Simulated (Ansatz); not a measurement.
**H₂OF radical (built from SMILES F.[OH]): functionals against CCSD(T) at one geometry**

An exercise on one series of results from a longer session: the logs are not shown, and one member is left open.

The runs use Ansatz 0.2.0, Gaussian basis; single points in def2-TZVPP.

Correlated methods freeze the cores. Orbitals are unrestricted.

**Where the work starts**

4 atoms, charge 0, spin multiplicity 2.

Atoms are counted from 1 here; the program's logs count them from 0.

Bond lengths: O3–H4 1.008 Å.

Geometry (Å):

```xyz
4
charge 0, multiplicity 2
H    -0.5425    0.0655   -0.0576
F    -1.2235    1.1307   -0.0811
O     0.4429   -0.8094    0.1776
H     1.3180   -0.3704   -0.0639
```

The first run:

File run/in.yaml:

```yaml
crystal:
  periodic: [false, false, false]
  atoms:
    - {symbol: H, position_ang: [-0.542500, 0.065500, -0.057600]}
    - {symbol: F, position_ang: [-1.223500, 1.130700, -0.081100]}
    - {symbol: O, position_ang: [0.442900, -0.809400, 0.177600]}
    - {symbol: H, position_ang: [1.318000, -0.370400, -0.063900]}
basis:
  gaussian: {orbitals: def2-TZVPP}
magnetization: {spin_polarized: true, initial_magnetization: 1}
correlation: {method: ccsd_t}
scf: {omitted_lower_state_checks: [cluster_reference]}
output: {forces: true}
```

No record of the launch command was kept for these runs.

Steps of the session up to this table: CCSD(T)/def2-TZVPP; PBE0-D4/def2-TZVPP; wB97M-V/def2-TZVPP; r2SCAN-D4/def2-TZVPP; PBE-D4/def2-TZVPP; LC-wPBE/def2-TZVPP; revPBE-D4/def2-TZVPP.

One of the session's tables, all rows but one given; the rest of the session is left out.

```
   method  RMS force component (eV/Å)  angle to CCSD(T) forces (°)  dipole (D)
  CCSD(T)                       2.078                    reference        5.10
  PBE0-D4                       1.660                         13.9        4.17
  wB97M-V                           ?                            ?           ?
r2SCAN-D4                       1.378                         23.3        3.55
   PBE-D4                       1.050                         33.8        2.91
  LC-wPBE                       1.958                          2.5        5.10
revPBE-D4                       1.030                         32.2        2.92
```

Estimate the missing values for wB97M-V.

The run gave: RMS force component (eV/Å): 1.862; angle to CCSD(T) forces (°): 5.4; dipole (D): 4.73. In the column «RMS force component (eV/Å)» it lies between PBE0-D4 (1.660) and LC-wPBE (1.958).
